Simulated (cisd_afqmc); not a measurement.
Input (AFQMC/CISD/aug-cc-pVDZ; cisd_afqmc is a phaseless AFQMC code with CISD trial states that reads the integrals written by Ansatz):

Ansatz 0.2 input:
```python
import cisd_afqmc

open("ham.yaml", "w").write("""\
crystal:
  periodic: [false, false, false]
  atoms:
    - {symbol: C, position_ang: [-0.00000000, -0.00000000, -0.63014053]}
    - {symbol: N, position_ang: [0.00000000, 0.00000000, 0.54012046]}
basis:
  gaussian:
    orbitals: aug-cc-pVDZ
total_charge: -1
magnetization: {spin_polarized: false}
correlation: {method: ccsd, electrons: outside_noble_gas, hamiltonian_folder: ham}
""")
rep = cisd_afqmc.ansatz("ham.yaml")
e_ccsd = rep["correlation"]["coupled_cluster"]["energy"]["hartree"]
out = cisd_afqmc.run("ham", e_ccsd, trial="CISD", walkers=200, populations=8, threads=8, dt=0.005, steps=40, early=24, settle=10, least=32,
    cut=5e-5, rank_cut=2e-4, target=0.0004, seconds=1500, seed=1, memory=17280, gpu=False)
```

Output:

```
orbitals 44, occupied [5], factors 244 of 472, rank of the doubles 112 of 195
E(HF) = -92.324217
E(CCSD) on the cut factors = -92.623989, shift to the whole factors -0.000008
Energy of the trial state on the determinant = -92.624067
  tau behind 7.2 of longer steps, mean of the populations' last blocks
   2.0  -92.63808
   4.0  -92.63960
   6.0  -92.64076
   8.0  -92.63879
  10.0  -92.63909
  12.0  -92.64036
  14.0  -92.63843
  16.0  -92.64123
blocks 704 (0 outliers left out), error by blocks joined: 1: 0.00020, 2: 0.00025, 4: 0.00030, 8: 0.00034, 16: 0.00039
E(AFQMC/CISD) = -92.63961 +/- 0.00039
```
